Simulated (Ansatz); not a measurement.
The cluster Li3H5⁺. Total charge 1; doublet. Geometry PBE0-D4/def2-TZVP; atoms count from 1.

```xyz
8

Li    2.963    0.771   -0.505
Li   -0.631   -0.138    0.658
Li   -0.254   -0.146   -2.296
H     1.319    0.349   -0.224
H    -1.125   -0.334   -0.906
H    -2.140   -0.512    2.001
H     1.460    0.343   -1.213
H    -1.593   -0.333    2.484
```

In the doublet, H6 and H8 lie 0.75 Å apart, H4 and H7 lie 1.00 Å apart (atoms count from 1), so H2 has formed as a molecule. Another isomer (doublet) lies 0.12 eV lower at PBE0-D4/def2-TZVP; other spin states weren't run for this one.

(1) Estimate the Mulliken populations from the PBE0/def2-TZVP orbitals of Ansatz.

(2) Where does the spin sit?

Results:

(1) 
| atom | charge (e) | spin (α − β) |
| --- | --- | --- |
| Li1 | 0.78 | 0.14 |
| Li2 | 0.62 | 0.06 |
| Li3 | 0.72 | 0.06 |
| H4 | -0.32 | 0.37 |
| H5 | -0.57 | -0.01 |
| H6 | 0.07 | 0.00 |
| H7 | -0.32 | 0.36 |
| H8 | 0.01 | 0.00 |
Mulliken values depend strongly on the basis.

(2) Summed by element: Li 0.27, H 0.73, of 1 unpaired in all. Largest on single atoms: H4 0.37, H7 0.36, Li1 0.14.
